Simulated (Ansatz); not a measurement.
We consider hcp Sc, described by PBE (PAW; Ansatz, a program for electronic structure).

Numerical settings: plane-wave cutoff 520 eV, 18×18×10 k mesh (along the axes of the cell as run), Fermi–Dirac smearing 0.05 eV, scalar-relativistic PAW data made under PBE.

The cell is scaled about its equilibrium volume:

Shape and atoms are relaxed at each volume.

```
V (Å³/atom)  P (GPa)  c (Å)  a (Å)
-----------  -------  -----  -----
23.662          2.37  5.090  3.276
24.155          1.13  5.128  3.298
24.648          0.00  5.165  3.320
25.141         -1.04  5.202  3.341
25.634         -1.99  5.238  3.362
```

Note: the bulk modulus comes from volumes at which shape and atoms were relaxed.
